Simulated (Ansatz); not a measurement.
**H₂ClO (doublet): the correlation ladder at distance Cl1–H2 along a hydrogen transfer = 1.279 Å, cc-pVDZ**

An exercise on one series of results from a longer session: the logs are not shown, and one member is left open.

Method: cc-pVDZ, core rule «outside noble gas», up to 6 orbitals frozen; program: Ansatz 0.2.0, Gaussian basis.

Plan: UHF; CCSD(T) on ROHF; CCSD(T) on UHF; BCCD(T) on ROHF; CISD; CCSDT(Q) on ROHF; CCSDT(Q) on UHF; CASSCF and MRCISD+Q, 3 electrons in 3 orbitals; CASSCF and NEVPT2, 3 electrons in 3 orbitals.

19 further runs of the same task are left out: 9 for a known fault of the program, 1 for a mislabelled method, 7 that didn't finish, 2 set aside as unsound or not needed.

## What is computed

The geometry derives from fragments relaxed apart (PBE0/def2-TZVP) and kept rigid, so it is no stationary point. A hydrogen atom is moved between rigid fragments.

4 atoms, charge 0, spin multiplicity 2.

Atoms are counted from 1 here; the program's logs count them from 0.

Bond lengths: Cl1–H2 1.279 Å, O3–H4 0.973 Å.

Set-up of the first run:

in.yaml

```yaml
crystal:
  periodic: [false, false, false]
  atoms:
    - {symbol: Cl, position_ang: [-1.819665, 0.234988, 0.000000]}
    - {symbol: H, position_ang: [-0.540865, 0.234988, 0.000000]}
    - {symbol: O, position_ang: [1.054335, 0.234988, 0.000000]}
    - {symbol: H, position_ang: [1.306194, -0.704963, 0.000000]}
basis:
  gaussian: {orbitals: cc-pVDZ}
magnetization: {spin_polarized: true, initial_magnetization: 1}
hamiltonian: {xc: hf}
output: {orbitals: {seedname: orbitals}}
```

On the command line:

```bash
> ansatz run in.yaml --threads 1 --pin off --events-out ev --progress --plain --max-ram 2393MiB
```

Steps of the session up to this table: UHF; CCSD(T) on ROHF; CCSD(T) on UHF; BCCD(T) on ROHF; CISD; CCSDT(Q) on ROHF; CCSDT(Q) on UHF; CASSCF and MRCISD+Q, 3 electrons in 3 orbitals; CASSCF and NEVPT2, 3 electrons in 3 orbitals.

One table of the session follows, with a row left open; its other results are not shown here.

| method | from UCCSDT(Q) (kcal/mol) |
| --- | --- |
| ROHF | +213.57 |
| UHF | +211.03 |
| RMP2 | +22.03 |
| UMP2 | +22.04 |
| CISD | +19.64 |
| RCCSD | +3.68 |
| UCCSD | +3.64 |
| RCCSD(T) | +0.64 |
| UCCSD(T) | +0.63 |
| BCCD(T) | +0.64 |
| RCCSDT | +0.35 |
| UCCSDT | ? |
| RCCSDT(Q) | +0.02 |
| UCCSDT(Q) | 0 |
| CASSCF pair | +199.12 |
| NEVPT2 pair | +20.37 |
| MRCISD pair | +17.25 |
| MRCISD+Q pair | +1.19 |

**Question.** Estimate the row for UCCSDT.

The run gave: from UCCSDT(Q) (kcal/mol): +0.34. In the column «from UCCSDT(Q) (kcal/mol)» it lies between RCCSDT(Q) (+0.02) and RCCSDT (+0.35).

Limits of these values: Restricted and unrestricted rows rest on different reference determinants; where their highest levels disagree by more than a few hundredths of an eV, they describe different states and don't form one ladder.
